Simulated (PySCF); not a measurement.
# CCl3F (CFCl3): the cost of one run

Computed with PySCF 2.14.0, with density-fitted response routines of our own, on a single molecule in the gas phase. Atoms are numbered from 0 throughout.

**1. The molecule as given**

5 atoms, charge 0, multiplicity 1; geometry from: GFN2-xTB.

Bonds of the start (Å): F0–C1 1.34, C1–Cl2 1.77, C1–Cl3 1.77, C1–Cl4 1.77.

**2. Nuclear shieldings: mPW1PW91/pcseg-1**

Job settings and geometry (Å):

```
{"job": {"kind": "nmr", "xc": "mPW1PW91", "basis": "pcseg-1", "pop": false}, "charge": 0, "multiplicity": 1}
F      0.060305    -0.141039     1.396058
C      0.004642    -0.006315     0.066724
Cl    -0.457934     1.660563    -0.312646
Cl     1.602752    -0.370613    -0.603874
Cl    -1.201142    -1.139743    -0.563447
```

Method: GIAO mPW1PW91/pcseg-1 NMR shielding, non-relativistic, gas phase.

Started as:

```bash
$ OMP_NUM_THREADS=1 python probes_run.py task.json out
```

The driver reads the jobs from task.json and runs them one after another.

Q: Estimate the wall time and peak memory of this first job on 1 thread of Intel Xeon at 2.30GHz, shared host.

About 3.6 s, with a peak of 0.41 GiB.
